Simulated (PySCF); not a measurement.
Atom-mapped SMILES (the numbers label the heavy atoms): `[CH3:1][CH:2]([CH3:3])[C:4]#[N:5]` (H(Xn): hydrogen on atom n).

GIAO shifts from PySCF 2.14 on PBE0-D3(BJ)/def2-TZVP geometries (one conformer, non-relativistic, equivalent nuclei averaged), against TMS at the same level and in the same medium; PCM means IEF-PCM chloroform.

Measured (solution, not stated per compound (mostly CDCl3 or CCl4); Pretsch, Buehlmann, Badertscher, Structure Determination of Organic Compounds, 4th ed. (2009)): C2 19.8, C1/C3 19.9, H(C2) 2.67, H(C1)/H(C3) 1.35 ppm.

Question: Which unscaled values do B97-2/pcSseg-2, gas; WP04/pcSseg-2, PCM; wB97X-D/pcSseg-2, PCM give, and how close are they?

Answer: 
```
      atoms  measured  B97-2/pcSseg-2, gas  WP04/pcSseg-2, PCM  wB97X-D/pcSseg-2, PCM
         C2      19.8                 23.7                27.9                   23.9
      C1/C3      19.9                 22.8                23.4                   22.7
      H(C2)      2.67                 2.53                2.77                   2.73
H(C1)/H(C3)      1.35                 1.23                1.32                   1.31
```

Mean absolute error for 13C: B97-2/pcSseg-2, gas 3.4, WP04/pcSseg-2, PCM 5.8, wB97X-D/pcSseg-2, PCM 3.4 ppm.

Mean absolute error for 1H: B97-2/pcSseg-2, gas 0.13, WP04/pcSseg-2, PCM 0.07, wB97X-D/pcSseg-2, PCM 0.05 ppm.
